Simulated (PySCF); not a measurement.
Geometry:
```json
{"atom": "C1", "x (Å)": "2.325", "y (Å)": "0.251", "z (Å)": "-0.406"}
{"atom": "C2", "x (Å)": "1.111", "y (Å)": "0.346", "z (Å)": "-0.320"}
{"atom": "C3", "x (Å)": "-0.368", "y (Å)": "0.548", "z (Å)": "-0.255"}
{"atom": "C4", "x (Å)": "-1.043", "y (Å)": "-0.515", "z (Å)": "0.325"}
{"atom": "O5", "x (Å)": "-0.803", "y (Å)": "1.630", "z (Å)": "-0.723"}
{"atom": "H6", "x (Å)": "3.392", "y (Å)": "0.177", "z (Å)": "-0.486"}
{"atom": "H7", "x (Å)": "-2.133", "y (Å)": "-0.473", "z (Å)": "0.424"}
{"atom": "H8", "x (Å)": "-0.506", "y (Å)": "-1.396", "z (Å)": "0.688"}
```

Total charge -1.

Geometry: PBE0-D3(BJ)/def2-SVP; GIAO shifts from PySCF 2.14, gas phase, non-relativistic, averaged over equivalent atoms.

At PBE0/pcSseg-1 (100 basis functions, 5.3 s wall time on 1 thread of an Arm Neoverse V1, shared host):
| atoms | δ (ppm) |
| --- | --- |
| C3 | 158.3 |
| C2 | 101.0 |
| C4 | 67.7 |
| C1 | 56.1 |
| O5 | 320.3 |
| H8 | 2.80 |
| H7 | 2.56 |
| H6 | 1.15 |

Chemical shifts δ = σref − σ; TMS for 13C (184.41 ppm) and 1H (31.27 ppm); 17O (334.56 ppm) against H2O, all at this level.

Estimate the result of repeating the calculation with KT3/pcSseg-2.

Results:


| atoms | δ at KT3/pcSseg-2 | change |
| --- | --- | --- |
| C3 | 151.4 | -6.9 |
| C2 | 96.3 | -4.7 |
| C4 | 60.7 | -7.0 |
| C1 | 44.8 | -11.3 |
| O5 | 300.8 | -19.5 |
| H8 | 3.05 | +0.25 |
| H7 | 2.86 | +0.30 |
| H6 | 1.37 | +0.22 |

Referencing at the same level of theory: 13C (σref 181.31) and 1H (σref 31.35) vs TMS; 17O (σref 323.80) against H2O.

The largest change is at O5 (oxygen bonded to C). Cost: 222 basis functions, 24 s wall time on 1 thread of an Arm Neoverse V1, shared host. The order of the carbon signals is the same at both levels.

Unscaled 17O shifts of doubly bonded oxygen tend to come out too high, by tens of ppm or more. Experimental scales use liquid or dissolved standards, which lie at an offset from isolated H2O (liquid H2O: subtract about 36 ppm).
